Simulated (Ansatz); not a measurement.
## CH4S2, SMILES SCS: the energy of protonation at one site, step by step

Computed with Ansatz's Python interface.

At the Python prompt:
```pycon
>>> from dataclasses import dataclass
>>> import ansatz as az
>>> import numpy as np
>>> @dataclass
... class RunConfig:
...     basis_set: str = 'def2-SVP'
...     level: str = 'mp2'
...     net_charge: int = 1
...     force_tol: float = 0.01
...
>>> opts = RunConfig()
>>> mol = (
...     az.Crystal.molecule()
...     .atom('S', (-1.237, 1.1167, -0.4614))
...     .atom('C', (-0.0909, 0.132, 0.3996))
...     .atom('S', (1.1334, -0.494, -0.7495))
...     .atom('H', (-1.4516, 0.2927, -1.4595))
...     .atom('H', (-0.603, -0.7156, 0.8474))
...     .atom('H', (0.392, 0.7395, 1.1856))
...     .atom('H', (1.9183, -1.1391, 0.1922))
... )
>>> setup = (
...     mol.calculation()
...     .basis(gaussian=opts.basis_set)
...     .correlation(opts.level)
... )
>>> symbols = [site.symbol for site in mol.cartesian_sites]
>>> start = np.array([site.position_ang for site in mol.cartesian_sites], dtype=float)
>>> data = setup.relax(force_tolerance=0.01).run().report
>>> end = np.array(data['positions_ang'])
>>> # start the new hydrogen opposite the existing bonds
>>> away = sum((end[0] - end[j]) / np.linalg.norm(end[0] - end[j]) for j in [1, 3]) + np.array([0.15, 0.1, -0.2])
>>> proton = end[0] + 1.4 * away / np.linalg.norm(away)
>>> acid = az.Crystal.molecule()
>>> for symbol, place in zip(symbols, end):
...     acid = acid.atom(symbol, place.tolist())
...
>>> acid = acid.atom('H', proton.tolist())
>>> protonated = (
...     acid.calculation()
...     .basis(gaussian=opts.basis_set)
...     .correlation(opts.level)
...     .charge(opts.net_charge)
...     .relax(force_tolerance=opts.force_tol, max_steps=80)
... )
>>> after = protonated.run().report
>>> xyz = np.array(after['positions_ang'])
>>> reach = np.linalg.norm(xyz[:-1] - xyz[-1], axis=1)
>>> print(f'base {data["free_energy_ev"]:.5f} eV, protonated {after["free_energy_ev"]:.5f} eV')
base -22731.66571 eV, protonated -22740.02864 eV
>>> print(f'the proton ends {reach.min():.3f} A from {symbols[reach.argmin()]}{reach.argmin()}')
the proton ends 1.351 A from S0
>>> print(f'electronic proton affinity {96.485332 * (data["free_energy_ev"] - after["free_energy_ev"]):.1f} kJ/mol')
electronic proton affinity 806.9 kJ/mol
```

Notes:
- Total energies depend on the basis set; only differences at equal settings carry meaning.
- The proton is put on one chosen atom, which needn't be the most basic site, so the molecule's proton affinity can be higher; the ends are stationary points, not checked by frequencies, and zero-point and thermal terms count only where printed.
- Run time: 43 s on 1 thread of Arm Neoverse V1, with other jobs on the host, peak memory 0.23 GiB.
